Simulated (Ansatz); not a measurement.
Basis-set extrapolation for C₅H₁₁ (`CC[C](C)C`) radical (PBE0-D4/def2-TZVP geometry, frozen core, the Gaussian-basis code of Ansatz). Multiplicity 2, UHF reference.

```
                      def2-TZVPP   def2-QZVPP
                 HF  -195.781662  -195.790997
    MP2 correlation    -0.853566    -0.907121
CCSD(T) correlation    -0.951251      not run
```

Energies in hartree. Use E(X) = E(∞) + A·exp(−7.88·√X) for Hartree–Fock and E(X) = E(∞) + B·X^(−2.97) for correlation, with X = 3 and 4, and add CCSD(T) minus MP2 of the smaller set to the MP2 limit.

What is the CCSD(T) energy at the basis-set limit?

HF limit: -195.790997 + (-0.009335) × 0.13774 = -195.79228. MP2 limit: -0.907121 + (-0.053555) × 0.74074 = -0.94679. Higher-order term: -0.951251 − (-0.853566) = -0.09768. Total: -196.83675 hartree, 272.6 kJ/mol below CCSD(T)/def2-TZVPP.
